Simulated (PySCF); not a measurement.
## hydrazide: adiabatic energies of losing or gaining an electron at several levels

Structure: `[NH-]N` ([H3N2]-).

All levels share the PBE0-D3(BJ)/ma-def2-SVP structures and the PBE0-D3(BJ)/ma-def2-SVP thermal terms; only the single-point energies (PySCF) change. Values are adiabatic energies of losing or gaining an electron (0 K, eV).

| level | detachment energy to the radical | abs. error | time |
| --- | --- | --- | --- |
| HF/jun-cc-pV(T+d)Z | -1.71 | 1.53 | 1.4 s |
| B3LYP-D3(BJ)/ma-def2-TZVP | -0.30 | 0.12 | – |
| CCSD(T)/jun-cc-pV(T+d)Z | -0.27 | 0.09 | 5.4 min |
| MP2/jun-cc-pV(T+d)Z | -0.09 | 0.09 | 9.8 s |
| ATcT 1.112 | -0.18 |  |  |

Times are wall times for all single points of a level on 1 thread of Intel Xeon 6975P-C, a shared host; the dash marks the run that also made the structures.

Hartree-Fock leaves out electron correlation, so its ionisation energies and electron affinities from energy differences come out too low, often by 1 eV or more.

The spread: 1.61 eV, from -1.71 to -0.09.

Caveats: the parent anion holds its electron weakly or not at all, so the values hang on the basis.

Differences come from unrounded values, so a last digit can differ from that of the printed terms.
